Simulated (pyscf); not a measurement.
A first-order saddle from PySCF, ωB97X-D3(BJ)/def2-SVP:

```xyz
5

F      0.5793     2.1533    -0.3958
Sn     0.6600     0.2544    -0.6895
F      0.9460    -0.3493     1.1136
Cl    -1.6998    -0.4598    -1.2835
H     -0.0372    -0.6595    -2.0302
```
Charge 0, spin multiplicity 1.

Surface: singlet, charge 0. Lowest wavenumbers (cm⁻¹): 1259i, 106, 140, 194, 345.

Q: Which two sides does it connect, and which bonds change?

A: F–Sn:–F [singlet] + hydrogen chloride (HCl) ⇌ F–SnH(F)–Cl, an insertion read from left to right: Cl–H broken and Cl–Sn, H–Sn formed. At CCSD(T)/def2-TZVPP + ΔMP2(QZVPP) it lies +1.73 eV from the left side and +2.00 eV from the right (each side as separated species at their lowest minima found). On the reactant side the descent ends in a complex (not fully relaxed), 0.25 eV under the separated species and 1.90 eV under the saddle at ωB97X-D3(BJ)/def2-TZVP. One saddle was located; it need not be the lowest between these sides. The CCSD(T) − MP2 part came from Ansatz, without density fitting, on the same reference. The frozen core leaves the outer d or s,p core shells of the metals and heavy elements correlated in the MP2 and CC values, and def2-TZVPP describes them poorly, which can shift differences by a few kcal/mol. Elements past Kr carry the def2 core potentials, without spin-orbit coupling.
